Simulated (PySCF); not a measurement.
# How strong are the bonds of 3-methoxypropylamine?

Parent: 3-methoxypropylamine, `COCCCN` (C4H11NO). Atom numbers as in the mapped SMILES `[CH3:1][O:2][CH2:3][CH2:4][CH2:5][NH2:6]`.

Computed at M06-2X/def2-TZVP // GFN2-xTB with PySCF (density fitting, grid level 3). Zero-point and thermal terms (298.15 K, 1 bar) come from unscaled GFN2-xTB harmonic frequencies, with soft modes damped to free rotors in the entropy.

```jsonl
{"bond": "C4–C5", "r / Å": "1.535", "radicals": "[CH2]COC + [CH2]N", "BDE(298 K) / kJ/mol": "340", "BDFE / kJ/mol": "282", "D₀ / kJ/mol": "334", "Dₑ / kJ/mol": "367"}
{"bond": "C1–O2", "r / Å": "1.402", "radicals": "CH3• + NCCC[O]", "BDE(298 K) / kJ/mol": "362", "BDFE / kJ/mol": "312", "D₀ / kJ/mol": "355", "Dₑ / kJ/mol": "389"}
{"bond": "O2–C3", "r / Å": "1.410", "radicals": "C[O] + [CH2]CCN", "BDE(298 K) / kJ/mol": "363", "BDFE / kJ/mol": "307", "D₀ / kJ/mol": "358", "Dₑ / kJ/mol": "391"}
{"bond": "C5–H", "r / Å": "1.094", "radicals": "COCC[CH]N + H•", "BDE(298 K) / kJ/mol": "376", "BDFE / kJ/mol": "340", "D₀ / kJ/mol": "370", "Dₑ / kJ/mol": "407"}
{"bond": "C3–H", "r / Å": "1.102", "radicals": "CO[CH]CCN + H•", "BDE(298 K) / kJ/mol": "392", "BDFE / kJ/mol": "355", "D₀ / kJ/mol": "385", "Dₑ / kJ/mol": "421"}
{"bond": "C1–H", "r / Å": "1.088", "radicals": "[CH2]OCCCN + H•", "BDE(298 K) / kJ/mol": "400", "BDFE / kJ/mol": "363", "D₀ / kJ/mol": "393", "Dₑ / kJ/mol": "430"}
{"bond": "C4–H", "r / Å": "1.092", "radicals": "COC[CH]CN + H•", "BDE(298 K) / kJ/mol": "411", "BDFE / kJ/mol": "376", "D₀ / kJ/mol": "405", "Dₑ / kJ/mol": "442"}
{"bond": "N6–H", "r / Å": "1.015", "radicals": "COCCC[NH] + H•", "BDE(298 K) / kJ/mol": "420", "BDFE / kJ/mol": "384", "D₀ / kJ/mol": "414", "Dₑ / kJ/mol": "454"}
```

Homolysis to relaxed radicals in the gas phase; the table need not hold every single bond outside rings.

Weakest of these: C4–C5 (340 kJ/mol); highest value: N6–H (420 kJ/mol).

Note: the order of C1–O2 and O2–C3, of O2–C3 and C5–H, of C5–H and C3–H, of C3–H and C1–H and of more pairs is undecided: the gaps lie inside the method's error (some 20 kJ/mol, one structure a species).

Run with `OMP_NUM_THREADS=1 python redox_run.py task.json out` on 1 thread of Arm Neoverse V1, a shared host. Structures, frequencies and single points: 7.7 min of wall time.
